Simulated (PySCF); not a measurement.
**B, B⁺, B²⁺, B³⁺: ionisation energies in def2-QZVPPD, part 1 of 3**

Wanted: the ionisation energy of boron, up a ladder of methods.

Method: unrestricted determinants in a Gaussian basis, no spin-orbit coupling in the energies. Code: PySCF 2.14.0.

### 1 The atom as given

- Element: boron (Z = 5)
- Basis: def2-QZVPPD (8s4p4d2f1g, 63 functions)
- Hamiltonian: the non-relativistic Hamiltonian (point nucleus)
- State 1: B: [He] 2s2 2p1, 2P determinant
- State 2: B⁺: [He] 2s2, closed-shell 1S
- State 3: B²⁺: [He] 2s1, 2S determinant
- State 4: B³⁺: 1s2, closed-shell 1S
- Methods: UHF, LDA, PBE, PBE0, r2SCAN, M06, TPSSh, wB97X, HSE06, MP2
- Core shells frozen in the correlated runs: valence: 1s2; valence and next inner shell: nothing (for B)

The outer shells:

B [He] 2s2 2p1
```
[He] core
2s [↑↓]
2p [↑ ][  ][  ]
```

B+ [He] 2s2
```
[He] core
2s [↑↓]
```

B2+ [He] 2s1
```
[He] core
2s [↑ ]
```

B3+ 1s2
```
1s [↑↓]
```

One driver process ran all states and methods and kept the integrals in memory. Each run is shown as a PySCF script that sums up its settings (the driver passes frozen orbitals as a list and adds second-order terms of double hybrids); the logs are those of the runs themselves. The driver starts from symmetry-adapted Hartree-Fock orbitals, holds the occupation by maximum overlap and uses a logarithmic radial grid for functionals, so a plain start would take other cycles.

The integrals over 63 functions and the set-up took 0.32 s of CPU time.

### 2 B, method by method

**UHF**

input.py

```python
from pyscf import gto, scf, dft, mp, cc
import basis_set_exchange as bse
mol = gto.M(atom="B 0 0 0", charge=0, spin=1, symmetry="D2h",
            basis=gto.basis.parse(bse.get_basis("def2-QZVPPD", elements=["B"], fmt="nwchem")))
mf = scf.UHF(mol)
mf.irrep_nelec = {'Ag': (2, 2), 'B2u': (1, 0)}
mf.kernel()
```

Output:

```text
damping factor = 0
level_shift factor = 0
DIIS = <class 'pyscf.scf.diis.CDIIS'>
diis_start_cycle = 1
diis_space = 10
diis_damp = 0
SCF conv_tol = 1e-09
SCF conv_tol_grad = None
number electrons alpha = 3  beta = 2
cycle= 1 E= -24.5325782482769  delta_E= -0.00331  |g|= 0.0205  |ddm|= 0.0331
cycle= 2 E= -24.5330204110686  delta_E= -0.000442  |g|= 0.00765  |ddm|= 0.0129
cycle= 3 E= -24.533098519871  delta_E= -7.81e-05  |g|= 0.000533  |ddm|= 0.00839
cycle= 4 E= -24.5330991393398  delta_E= -6.19e-07  |g|= 0.000159  |ddm|= 0.00123
cycle= 5 E= -24.5330992154634  delta_E= -7.61e-08  |g|= 4.22e-05  |ddm|= 0.00056
cycle= 6 E= -24.5330992199775  delta_E= -4.51e-09  |g|= 4.93e-06  |ddm|= 0.000157
cycle= 7 E= -24.5330992200185  delta_E= -4.11e-11  |g|= 8e-07  |ddm|= 1.75e-05
converged SCF energy = -24.5330992200185  <S^2> = 0.76131872  2S+1 = 2.0112869
```

It used 1.8 s of CPU time after the integrals (shared host).

Orbital energies by shell (radii are means over both spins):

| shell | electrons | mean orbital energy (eV) | spread (eV) | rms radius (bohr) |
| --- | --- | --- | --- | --- |
| 1s α | 1 | -209.56 | 0 | 0.379 |
| 1s β | 1 | -209.15 | 0 | 0.379 |
| 2s α | 1 | -14.836 | 0 | 2.18 |
| 2s β | 1 | -12.141 | 0 | 2.18 |
| 2p α | 1 | -8.676 | 0 | 2.45 |

⟨S²⟩ = 0.761, ⟨L²⟩ = 2.03.

Spin-orbit constants on these orbitals (cm⁻¹; bare nucleus, screened nucleus, mean field): 2p 22.91, 13.74, 10.04. To first order in LS coupling the lowest level has J = 1/2 and lies 0.00124 eV below the centre of the term.

**LDA**

input.py differs from the last one in:

```diff
@@ -4,3 +4,3 @@
             basis=gto.basis.parse(bse.get_basis("def2-QZVPPD", elements=["B"], fmt="nwchem")))
-mf = scf.UHF(mol)
+mf = dft.UKS(mol, xc="LDA,VWN")
 mf.irrep_nelec = {'Ag': (2, 2), 'B2u': (1, 0)}
```

Output:

```text
damping factor = 0
level_shift factor = 0
DIIS = <class 'pyscf.scf.diis.CDIIS'>
diis_start_cycle = 1
diis_space = 10
diis_damp = 0
SCF conv_tol = 1e-09
SCF conv_tol_grad = None
number electrons alpha = 3  beta = 2
XC functionals = LDA,VWN
    P. A. M. Dirac.,  Math. Proc. Cambridge Philos. Soc. 26, 376 (1930)
    F. Bloch.,  Z. Phys. 57, 545 (1929)
    S. H. Vosko, L. Wilk, and M. Nusair.,  Can. J. Phys. 58, 1200 (1980)
cycle= 1 E= -24.3558763809668  delta_E= -0.0057  |g|= 0.0243  |ddm|= 0.0695
cycle= 2 E= -24.3559138845206  delta_E= -3.75e-05  |g|= 0.00346  |ddm|= 0.00557
cycle= 3 E= -24.3559154178223  delta_E= -1.53e-06  |g|= 0.000493  |ddm|= 0.00216
cycle= 4 E= -24.3559156258436  delta_E= -2.08e-07  |g|= 5.1e-05  |ddm|= 0.000777
cycle= 5 E= -24.3559156282941  delta_E= -2.45e-09  |g|= 8.86e-07  |ddm|= 7.43e-05
cycle= 6 E= -24.3559156282948  delta_E= -7.78e-13  |g|= 4.09e-08  |ddm|= 1.47e-06
converged SCF energy = -24.3559156282948  <S^2> = 0.75173709  2S+1 = 2.0017363
```

It used 0.35 s of CPU time after the integrals (shared host).

**PBE**

input.py differs from the last one in:

```diff
@@ -4,3 +4,3 @@
             basis=gto.basis.parse(bse.get_basis("def2-QZVPPD", elements=["B"], fmt="nwchem")))
-mf = dft.UKS(mol, xc="LDA,VWN")
+mf = dft.UKS(mol, xc="PBE")
 mf.irrep_nelec = {'Ag': (2, 2), 'B2u': (1, 0)}
```

Output:

```text
damping factor = 0
level_shift factor = 0
DIIS = <class 'pyscf.scf.diis.CDIIS'>
diis_start_cycle = 1
diis_space = 10
diis_damp = 0
SCF conv_tol = 1e-09
SCF conv_tol_grad = None
number electrons alpha = 3  beta = 2
XC functionals = PBE
    J. P. Perdew, K. Burke, and M. Ernzerhof.,  Phys. Rev. Lett. 77, 3865 (1996)
    J. P. Perdew, K. Burke, and M. Ernzerhof.,  Phys. Rev. Lett. 78, 1396 (1997)
    J. P. Perdew, K. Burke, and M. Ernzerhof.,  Phys. Rev. Lett. 77, 3865 (1996)
    J. P. Perdew, K. Burke, and M. Ernzerhof.,  Phys. Rev. Lett. 78, 1396 (1997)
cycle= 1 E= -24.6119546023829  delta_E= -0.0043  |g|= 0.00968  |ddm|= 0.0857
cycle= 2 E= -24.6120034043602  delta_E= -4.88e-05  |g|= 0.00217  |ddm|= 0.0115
cycle= 3 E= -24.6120077131767  delta_E= -4.31e-06  |g|= 0.00109  |ddm|= 0.00516
cycle= 4 E= -24.6120087619387  delta_E= -1.05e-06  |g|= 8.51e-05  |ddm|= 0.00165
cycle= 5 E= -24.6120087671634  delta_E= -5.22e-09  |g|= 2.13e-06  |ddm|= 7.3e-05
cycle= 6 E= -24.6120087671693  delta_E= -5.97e-12  |g|= 2.5e-07  |ddm|= 4.99e-06
converged SCF energy = -24.6120087671693  <S^2> = 0.7533318  2S+1 = 2.003329
```

It used 0.48 s of CPU time after the integrals (shared host).

**PBE0**

input.py differs from the last one in:

```diff
@@ -4,3 +4,3 @@
             basis=gto.basis.parse(bse.get_basis("def2-QZVPPD", elements=["B"], fmt="nwchem")))
-mf = dft.UKS(mol, xc="PBE")
+mf = dft.UKS(mol, xc="PBE0")
 mf.irrep_nelec = {'Ag': (2, 2), 'B2u': (1, 0)}
```

Output:

```text
damping factor = 0
level_shift factor = 0
DIIS = <class 'pyscf.scf.diis.CDIIS'>
diis_start_cycle = 1
diis_space = 10
diis_damp = 0
SCF conv_tol = 1e-09
SCF conv_tol_grad = None
number electrons alpha = 3  beta = 2
XC functionals = PBE0
    C. Adamo and V. Barone.,  J. Chem. Phys. 110, 6158 (1999)
    M. Ernzerhof and G. E. Scuseria.,  J. Chem. Phys. 110, 5029 (1999)
cycle= 1 E= -24.61957190083  delta_E= -0.00313  |g|= 0.00999  |ddm|= 0.0651
cycle= 2 E= -24.6196579510288  delta_E= -8.61e-05  |g|= 0.002  |ddm|= 0.00942
cycle= 3 E= -24.6196625010988  delta_E= -4.55e-06  |g|= 0.000429  |ddm|= 0.00271
cycle= 4 E= -24.619662645069  delta_E= -1.44e-07  |g|= 5.35e-05  |ddm|= 0.000539
cycle= 5 E= -24.6196626473458  delta_E= -2.28e-09  |g|= 2.6e-06  |ddm|= 6.98e-05
cycle= 6 E= -24.6196626473564  delta_E= -1.05e-11  |g|= 2.6e-07  |ddm|= 9.03e-06
converged SCF energy = -24.6196626473564  <S^2> = 0.75434858  2S+1 = 2.0043439
```

It used 0.62 s of CPU time after the integrals (shared host).

**r2SCAN**

input.py differs from the last one in:

```diff
@@ -4,3 +4,3 @@
             basis=gto.basis.parse(bse.get_basis("def2-QZVPPD", elements=["B"], fmt="nwchem")))
-mf = dft.UKS(mol, xc="PBE0")
+mf = dft.UKS(mol, xc="R2SCAN")
 mf.irrep_nelec = {'Ag': (2, 2), 'B2u': (1, 0)}
```

Output:

```text
damping factor = 0
level_shift factor = 0
DIIS = <class 'pyscf.scf.diis.CDIIS'>
diis_start_cycle = 1
diis_space = 10
diis_damp = 0
SCF conv_tol = 1e-09
SCF conv_tol_grad = None
number electrons alpha = 3  beta = 2
XC functionals = R2SCAN
    J. W. Furness, A. D. Kaplan, J. Ning, J. P. Perdew, and J. Sun.,  J. Phys. Chem. Lett. 11, 8208-8215 (2020)
    J. W. Furness, A. D. Kaplan, J. Ning, J. P. Perdew, and J. Sun.,  J. Phys. Chem. Lett. 11, 9248-9248 (2020)
    J. W. Furness, A. D. Kaplan, J. Ning, J. P. Perdew, and J. Sun.,  J. Phys. Chem. Lett. 11, 8208-8215 (2020)
    J. W. Furness, A. D. Kaplan, J. Ning, J. P. Perdew, and J. Sun.,  J. Phys. Chem. Lett. 11, 9248-9248 (2020)
cycle= 1 E= -24.6379835829069  delta_E= -0.00381  |g|= 0.0117  |ddm|= 0.0603
cycle= 2 E= -24.6380986814581  delta_E= -0.000115  |g|= 0.00232  |ddm|= 0.0103
cycle= 3 E= -24.6381044022789  delta_E= -5.72e-06  |g|= 0.000502  |ddm|= 0.00285
cycle= 4 E= -24.6381046011344  delta_E= -1.99e-07  |g|= 6.09e-05  |ddm|= 0.000796
cycle= 5 E= -24.6381046064075  delta_E= -5.27e-09  |g|= 1.04e-05  |ddm|= 0.000166
cycle= 6 E= -24.6381046066774  delta_E= -2.7e-10  |g|= 1.45e-06  |ddm|= 5.27e-05
converged SCF energy = -24.6381046066774  <S^2> = 0.75794792  2S+1 = 2.0079322
```

It used 1.2 s of CPU time after the integrals (shared host).

**M06**

input.py differs from the last one in:

```diff
@@ -4,3 +4,3 @@
             basis=gto.basis.parse(bse.get_basis("def2-QZVPPD", elements=["B"], fmt="nwchem")))
-mf = dft.UKS(mol, xc="R2SCAN")
+mf = dft.UKS(mol, xc="M06")
 mf.irrep_nelec = {'Ag': (2, 2), 'B2u': (1, 0)}
```

Output:

```text
damping factor = 0
level_shift factor = 0
DIIS = <class 'pyscf.scf.diis.CDIIS'>
diis_start_cycle = 1
diis_space = 10
diis_damp = 0
SCF conv_tol = 1e-09
SCF conv_tol_grad = None
number electrons alpha = 3  beta = 2
XC functionals = M06
    Y. Zhao and D. G. Truhlar.,  Theor. Chem. Acc. 120, 215 (2008)
    Y. Zhao and D. G. Truhlar.,  Theor. Chem. Acc. 120, 215 (2008)
cycle= 1 E= -24.6434852392289  delta_E= -0.00269  |g|= 0.0159  |ddm|= 0.105
cycle= 2 E= -24.6435182330846  delta_E= -3.3e-05  |g|= 0.00171  |ddm|= 0.0186
cycle= 3 E= -24.6435195826154  delta_E= -1.35e-06  |g|= 0.000356  |ddm|= 0.00304
cycle= 4 E= -24.6435196743075  delta_E= -9.17e-08  |g|= 8.45e-05  |ddm|= 0.00099
cycle= 5 E= -24.6435196806123  delta_E= -6.3e-09  |g|= 1.58e-05  |ddm|= 0.000218
cycle= 6 E= -24.6435196807719  delta_E= -1.6e-10  |g|= 1.98e-06  |ddm|= 5.05e-05
converged SCF energy = -24.6435196807719  <S^2> = 0.75174159  2S+1 = 2.0017408
```

It used 1.3 s of CPU time after the integrals (shared host).

**TPSSh**

input.py differs from the last one in:

```diff
@@ -4,3 +4,3 @@
             basis=gto.basis.parse(bse.get_basis("def2-QZVPPD", elements=["B"], fmt="nwchem")))
-mf = dft.UKS(mol, xc="M06")
+mf = dft.UKS(mol, xc="TPSSH")
 mf.irrep_nelec = {'Ag': (2, 2), 'B2u': (1, 0)}
```

Output:

```text
damping factor = 0
level_shift factor = 0
DIIS = <class 'pyscf.scf.diis.CDIIS'>
diis_start_cycle = 1
diis_space = 10
diis_damp = 0
SCF conv_tol = 1e-09
SCF conv_tol_grad = None
number electrons alpha = 3  beta = 2
XC functionals = TPSSH
    V. N. Staroverov, G. E. Scuseria, J. Tao, and J. P. Perdew.,  J. Chem. Phys. 119, 12129 (2003)
cycle= 1 E= -24.6665302174997  delta_E= -0.00278  |g|= 0.0105  |ddm|= 0.0931
cycle= 2 E= -24.6666173705883  delta_E= -8.72e-05  |g|= 0.00228  |ddm|= 0.00999
cycle= 3 E= -24.6666218428187  delta_E= -4.47e-06  |g|= 0.000724  |ddm|= 0.00371
cycle= 4 E= -24.6666222199064  delta_E= -3.77e-07  |g|= 2.95e-05  |ddm|= 0.000927
cycle= 5 E= -24.6666222208639  delta_E= -9.57e-10  |g|= 4.09e-06  |ddm|= 5.99e-05
converged SCF energy = -24.6666222208639  <S^2> = 0.75534089  2S+1 = 2.0053338
```

CPU time 1.1 s on a shared host, the integrals not counted.

**wB97X**

input.py differs from the last one in:

```diff
@@ -4,3 +4,3 @@
             basis=gto.basis.parse(bse.get_basis("def2-QZVPPD", elements=["B"], fmt="nwchem")))
-mf = dft.UKS(mol, xc="TPSSH")
+mf = dft.UKS(mol, xc="WB97X")
 mf.irrep_nelec = {'Ag': (2, 2), 'B2u': (1, 0)}
```

Output:

```text
damping factor = 0
level_shift factor = 0
DIIS = <class 'pyscf.scf.diis.CDIIS'>
diis_start_cycle = 1
diis_space = 10
diis_damp = 0
SCF conv_tol = 1e-09
SCF conv_tol_grad = None
number electrons alpha = 3  beta = 2
XC functionals = WB97X
    J.-D. Chai and M. Head-Gordon.,  J. Chem. Phys. 128, 084106 (2008)
cycle= 1 E= -24.6529881273265  delta_E= -0.00227  |g|= 0.013  |ddm|= 0.0775
cycle= 2 E= -24.6531108359338  delta_E= -0.000123  |g|= 0.00357  |ddm|= 0.0121
cycle= 3 E= -24.6531240866696  delta_E= -1.33e-05  |g|= 0.000383  |ddm|= 0.00463
cycle= 4 E= -24.6531243313254  delta_E= -2.45e-07  |g|= 7.61e-05  |ddm|= 0.000721
cycle= 5 E= -24.6531243472448  delta_E= -1.59e-08  |g|= 1.95e-05  |ddm|= 0.000228
cycle= 6 E= -24.6531243484144  delta_E= -1.17e-09  |g|= 3.8e-06  |ddm|= 7.62e-05
cycle= 7 E= -24.6531243484525  delta_E= -3.81e-11  |g|= 6.38e-07  |ddm|= 1.48e-05
converged SCF energy = -24.6531243484525  <S^2> = 0.75400482  2S+1 = 2.0040008
```

CPU time 1 s on a shared host, the integrals not counted.

**HSE06**

input.py differs from the last one in:

```diff
@@ -4,3 +4,3 @@
             basis=gto.basis.parse(bse.get_basis("def2-QZVPPD", elements=["B"], fmt="nwchem")))
-mf = dft.UKS(mol, xc="WB97X")
+mf = dft.UKS(mol, xc="HSE06")
 mf.irrep_nelec = {'Ag': (2, 2), 'B2u': (1, 0)}
```

Output:

```text
damping factor = 0
level_shift factor = 0
DIIS = <class 'pyscf.scf.diis.CDIIS'>
diis_start_cycle = 1
diis_space = 10
diis_damp = 0
SCF conv_tol = 1e-09
SCF conv_tol_grad = None
number electrons alpha = 3  beta = 2
XC functionals = HSE06
    J. Heyd, G. E. Scuseria, and M. Ernzerhof.,  J. Chem. Phys. 118, 8207 (2003)
    J. Heyd, G. E. Scuseria, and M. Ernzerhof.,  J. Chem. Phys. 124, 219906 (2006)
    A. V. Krukau, O. A. Vydrov, A. F. Izmaylov, and G. E. Scuseria.,  J. Chem. Phys. 125, 224106 (2006)
cycle= 1 E= -24.6229767054768  delta_E= -0.00325  |g|= 0.0097  |ddm|= 0.065
cycle= 2 E= -24.6230491906266  delta_E= -7.25e-05  |g|= 0.00191  |ddm|= 0.00943
cycle= 3 E= -24.6230527714455  delta_E= -3.58e-06  |g|= 0.000634  |ddm|= 0.00309
cycle= 4 E= -24.6230530866118  delta_E= -3.15e-07  |g|= 4.57e-05  |ddm|= 0.000847
cycle= 5 E= -24.623053088554  delta_E= -1.94e-09  |g|= 2.34e-06  |ddm|= 5.32e-05
cycle= 6 E= -24.6230530885657  delta_E= -1.17e-11  |g|= 4.76e-07  |ddm|= 6.8e-06
converged SCF energy = -24.6230530885657  <S^2> = 0.75437803  2S+1 = 2.0043732
```

CPU time 1 s on a shared host, the integrals not counted.

### 3 B, continued

**MP2 (valence)**

Edit input.py of step 2 so:

```diff
@@ -4,4 +4,5 @@
             basis=gto.basis.parse(bse.get_basis("def2-QZVPPD", elements=["B"], fmt="nwchem")))
-mf = dft.UKS(mol, xc="HSE06")
+mf = scf.UHF(mol)
 mf.irrep_nelec = {'Ag': (2, 2), 'B2u': (1, 0)}
 mf.kernel()
+mp.UMP2(mf, frozen=1).kernel()
```

The driver printed no log here.

It used 0.15 s of CPU time after the integrals (shared host).

With 3 electrons correlated, the MP2 correlation energy is -0.04671 hartree (-0.00338 same spin, -0.04333 opposite spin); the SCS form gives -0.05312. Largest pairs of shells: 2s-2s -0.0259, 2s-2p -0.0208, 2p-2p 0.0000.

**MP2 (valence and next inner shell)**

input.py differs from the last one in:

```diff
@@ -7,2 +7,2 @@
 mf.kernel()
-mp.UMP2(mf, frozen=1).kernel()
+mp.UMP2(mf, frozen=0).kernel()
```

The driver printed no log here.

It used 0.17 s of CPU time after the integrals (shared host).

With 5 electrons correlated, the MP2 correlation energy is -0.06528 hartree (-0.00447 same spin, -0.06081 opposite spin); the SCS form gives -0.07446. Largest pairs of shells: 2s-2s -0.0259, 2s-2p -0.0208, 1s-1s -0.0142, 1s-2s -0.0031, 1s-2p -0.0012.

Radial density 4πr²ρ of B at UHF:

| r (bohr) | density | spin density |
| --- | --- | --- |
| 0.00595 | 0.0301 | 0.000 |
| 0.0100 | 0.0818 | 0.000 |
| 0.0168 | 0.216 | 0.000 |
| 0.0283 | 0.546 | 0.000 |
| 0.0476 | 1.27 | 0.000 |
| 0.0801 | 2.62 | 0.001 |
| 0.135 | 4.35 | 0.003 |
| 0.226 | 5.09 | 0.011 |
| 0.381 | 3.38 | 0.046 |
| 0.641 | 1.16 | 0.159 |
| 1.08 | 1.18 | 0.362 |
| 1.81 | 1.40 | 0.418 |
| 3.05 | 0.508 | 0.180 |
| 5.13 | 0.0398 | 0.020 |
| 8.63 | 0.000334 | 0.000 |

(Continued in part 2 of 3.)
